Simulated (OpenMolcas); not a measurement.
**NF3 (nitrogen trifluoride): levels of theory compared**

Wanted: a comparison of 6 runs (HF/cc-pVTZ, B3LYP/6-31G*, B3LYP/cc-pVTZ, BHLYP/cc-pVTZ, PBE/cc-pVTZ, TPSS/cc-pVTZ) of NF3 (nitrogen trifluoride). 

The calculation is run with OpenMolcas 26.06.

**1. The system as given**

NF3 has 4 atoms, charge 0, and is taken as a singlet. As SMILES, `FN(F)F`. The shape is that of a PBE0-D4/def2-TZVP optimisation.

Bond lengths: F1–N2 1.360 Å, N2–F3 1.360 Å, N2–F4 1.360 Å. Angles: F1–N2–F3 102.1°, F1–N2–F4 102.1°, F3–N2–F4 102.1°.

**2. Energy and forces at HF/cc-pVTZ (run 1)**

calc.input reads:

```
* F3N Hartree-Fock
>>> EXPORT MOLCAS_PRINT=2

&GATEWAY
 BASLIB=$CurrDir
 BASISSET
 F.cc-pVTZ....
 F1 0.614010 0.000340 1.066930 angstrom
 F3 -0.636280 -1.006490 -0.312240 angstrom
 F4 -0.331150 1.080310 -0.488440 angstrom
 End of Basis
 BASISSET
 N.cc-pVTZ....
 N2 0.353420 -0.074150 -0.266250 angstrom
 End of Basis

&SEWARD

&SCF
 THRESHOLDS=1e-10 1e-07 1e-07 1e-05
 PRORBITALS=1 1

&ALASKA
```

The basis set cc-pVTZ is read from a file made from the Basis Set Exchange's data (not shown).

The run is started by

```
$ export MOLCAS_MEM=1860
$ pymolcas calc.input > calc.log
```

Log:

```text
--- Start Module: gateway ---
[...]
--- Stop Module: gateway /rc=_RC_ALL_IS_WELL_ ---
[...]
      Basis functions          120
[...]
--- Start Module: scf ---
[...]
       Convergence after  14 Iterations
[...]
::    Total SCF energy                               -352.6783303959
[...]
      Total spin, S                                     0.0000000000
[...]
      Total electronic charge=   34.000000
      Total            charge=   -0.000000
[...]
      Dipole Moment (debye):
      Origin of the operator (angstrom)=   -0.0249    0.0052    0.0187
                   X=  2.7362E-01               Y= -5.7285E-02               Z= -2.0610E-01           Total=  3.4731E-01
      Quadrupole Moment (debye*angstrom):
[...]
--- Stop Module: scf /rc=_RC_ALL_IS_WELL_ ---
[...]
--- Start Module: alaska ---
[...]
 *              Molecular gradients               *
 **************************************************
  Irreducible representation: a
 ------------------------------------------------------------------------------------------
                              X                       Y                       Z
 ------------------------------------------------------------------------------------------
  F1                7.96362883733792E-03    2.09627472081875E-03    3.85523551399096E-02
  F3               -2.84652606885931E-02   -2.72401018143267E-02   -1.62393916840697E-03
  F4               -1.95652207832353E-02    3.35401034540048E-02   -6.74829106546415E-03
  N2                4.00668526345225E-02   -8.39627636044815E-03   -3.01801249059483E-02
 ------------------------------------------------------------------------------------------
--- Stop Module: alaska /rc=_RC_ALL_IS_WELL_ ---
[...]
```

Wall time 21 s (1 thread of Arm Neoverse V1, shared host); peak memory 0.76 GiB.

**3. Energy and forces at B3LYP/6-31G(d) (Cartesian functions) (run 2)**

test.input reads:

```
* F3N Kohn-Sham DFT
&GATEWAY
BasLib=$CurrDir
Coord
4
angstrom
F        0.614010       0.000340       1.066930
N        0.353420      -0.074150      -0.266250
F       -0.636280      -1.006490      -0.312240
F       -0.331150       1.080310      -0.488440
Basis=6-31Gs
Group=NoSym
&SEWARD
GridInput
Grid=UltraFine
End of Grid
&SCF
KSDFT=B3LYP
Thresholds=1e-10 1e-07 1e-07 1e-05
PrOrbitals=1 2
&ALASKA
```

The basis set 6-31G* is read from a file made from the Basis Set Exchange's data (not shown).

The run is started by

```
$ export MOLCAS_MEM=1860
$ pymolcas test.input > test.log
```

Log:

```text
--- Start Module: gateway ---
[...]
--- Stop Module: gateway /rc=_RC_ALL_IS_WELL_ ---
[...]
      Basis functions           60
[...]
--- Start Module: scf ---
[...]
       Convergence after  13 Iterations
[...]
::    Total KS-DFT energy                            -354.0701245991
[...]
      Total spin, S                                     0.0000000000
[...]
      Total electronic charge=   34.000000
      Total            charge=   -0.000000
[...]
      Dipole Moment (debye):
      Origin of the operator (angstrom)=   -0.0249    0.0052    0.0187
                   X=  2.0209E-02               Y= -4.1142E-03               Z= -1.5195E-02           Total=  2.5617E-02
      Quadrupole Moment (debye*angstrom):
[...]
--- Stop Module: scf /rc=_RC_ALL_IS_WELL_ ---
[...]
--- Start Module: alaska ---
[...]
 *              Molecular gradients               *
 **************************************************
  Irreducible representation: a
 ------------------------------------------------------------------------------------------
                              X                       Y                       Z
 ------------------------------------------------------------------------------------------
  F1               -4.23713568789807E-03   -8.90318412920477E-04   -1.79256844027016E-02
  N2               -1.75930586105384E-02    3.70546982028364E-03    1.32595640790107E-02
  F3                1.30161180724588E-02    1.30006409301533E-02    1.11317896914542E-03
  F4                8.81407622596608E-03   -1.58157923375448E-02    3.55294135454276E-03
 ------------------------------------------------------------------------------------------
--- Stop Module: alaska /rc=_RC_ALL_IS_WELL_ ---
[...]
```

It took 11 s on 1 thread of Arm Neoverse V1, shared host; peak memory 0.39 GiB.

Runs 3 to 5 aren't shown in full; the table further down has their settings and results.

**4. Energy and forces at TPSS/cc-pVTZ (run 6)**

mol.inp reads:

```
&GATEWAY
  BASLIB = $CurrDir
  BASISSET
  F.cc-pVTZ....
  F1 0.614010 0.000340 1.066930 angstrom
  F3 -0.636280 -1.006490 -0.312240 angstrom
  F4 -0.331150 1.080310 -0.488440 angstrom
  End of Basis
  BASISSET
  N.cc-pVTZ....
  N2 0.353420 -0.074150 -0.266250 angstrom
  End of Basis

&SEWARD
  GRIDINPUT
  Grid=UltraFine
  End of Grid

&SCF
  KSDFT = 2
  1.0 MGGA_X_TPSS
  1.0 MGGA_C_TPSS
  THRESHOLDS = 1e-10 1e-07 1e-07 1e-05
  PRORBITALS = 1

&ALASKA
```

The basis set cc-pVTZ is read from a file made from the Basis Set Exchange's data (not shown).

The run is started by

```
$ export MOLCAS_MEM=1860
$ pymolcas mol.inp > mol.log
```

Log:

```text
--- Start Module: gateway ---
[...]
--- Stop Module: gateway /rc=_RC_ALL_IS_WELL_ ---
[...]
      Basis functions          120
[...]
--- Start Module: scf ---
[...]
       Convergence after  15 Iterations
[...]
::    Total KS-DFT energy                            -354.2622850048
[...]
      Total spin, S                                     0.0000000000
[...]
      Total electronic charge=   34.000000
      Total            charge=   -0.000000
[...]
      Dipole Moment (debye):
      Origin of the operator (angstrom)=   -0.0249    0.0052    0.0187
                   X=  5.1700E-02               Y= -1.0685E-02               Z= -3.8917E-02           Total=  6.5586E-02
      Quadrupole Moment (debye*angstrom):
[...]
--- Stop Module: scf /rc=_RC_ALL_IS_WELL_ ---
[...]
--- Start Module: alaska ---
[...]
 *              Molecular gradients               *
 **************************************************
  Irreducible representation: a
 ------------------------------------------------------------------------------------------
                              X                       Y                       Z
 ------------------------------------------------------------------------------------------
  F1               -6.73569969867760E-03   -1.39192008143996E-03   -2.81915002829187E-02
  F3                2.04397866214308E-02    2.05182211510397E-02    1.80336399082348E-03
  F4                1.38306891858511E-02   -2.48805106097834E-02    5.64334984367054E-03
  N2               -2.75347761085758E-02    5.75420954017503E-03    2.07447864484820E-02
 ------------------------------------------------------------------------------------------
--- Stop Module: alaska /rc=_RC_ALL_IS_WELL_ ---
[...]
```

Wall time 55 s (1 thread of Arm Neoverse V1, shared host); peak memory 0.76 GiB.

**5. Overview of the runs**

| run | level | Cartesian functions | integration grid | energy (Eh) | dipole moment (D) | HOMO energy (eV) | LUMO energy (eV) | wall time |
| --- | --- | --- | --- | --- | --- | --- | --- | --- |
| 1 | HF/cc-pVTZ | no | – | -352.678330 | 0.35 | -15.09 | 6.67 | 21 s |
| 2 | B3LYP/6-31G* (Cartesian functions) | yes | UltraFine | -354.070125 | 0.03 | -9.34 | 1.11 | 11 s |
| 3 | B3LYP/cc-pVTZ | no | UltraFine | -354.221986 | 0.12 | -9.83 | 0.58 | 39 s |
| 4 | BHLYP/cc-pVTZ | no | UltraFine | -354.067958 | 0.22 | -12.05 | 2.59 | 37 s |
| 5 | PBE/cc-pVTZ | no | UltraFine | -353.905037 | 0.03 | -8.12 | -0.46 | 41 s |
| 6 | TPSS/cc-pVTZ | no | UltraFine | -354.262285 | 0.07 | -8.34 | -0.26 | 55 s |

**6. What came out**

| quantity | value |
| --- | --- |
| run 6: total energy | -354.26229 Eh |
| run 6: dipole moment | 0.07 D |
| run 6: HOMO energy | -8.34 eV |
| run 6: LUMO energy | -0.26 eV |
| run 6: HOMO–LUMO gap | 8.08 eV |
| run 6: largest force on an atom | 1.797 eV/Å |

**Reading.** The dipole moment (its size) runs from 0.03 D (PBE/cc-pVTZ) to 0.35 D (HF/cc-pVTZ). The HOMO–LUMO gap runs from 7.66 eV (PBE/cc-pVTZ) to 21.75 eV (HF/cc-pVTZ). Exact exchange widens orbital gaps. Totals of different functionals can't be ranked against each other. All runs together took 3.4 min, the longest 55 s.
